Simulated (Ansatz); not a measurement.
## Ansatz (development build ahead of 0.2.0) run

```yaml
crystal:
  periodic: [false, false, false]
  atoms:
    - { symbol: O, position_ang: [0.0, 0.0, 0.0] }
    - { symbol: O, position_ang: [0.0, 0.0, 1.323] }
basis:
  gaussian: { orbitals: aug-cc-pVTZ }
total_charge: -1
magnetization:
  initial_magnetization: 1
hamiltonian:
  xc: hf
correlation:
  method: ccsd_t
  frozen_orbitals: { O: 1 }
```

The input is written out in the form of the current development build from the run's settings. Correlation on restricted open-shell orbitals is semicanonical, with singles.

The run gave:

* Converged: yes
* Reference energy: -149.63496 hartree
* CCSD correlation energy: -0.49567 hartree
* Triples correction: -0.02267 hartree
* Total energy: -150.15330 hartree
* Spin squared of the determinant: 0.750
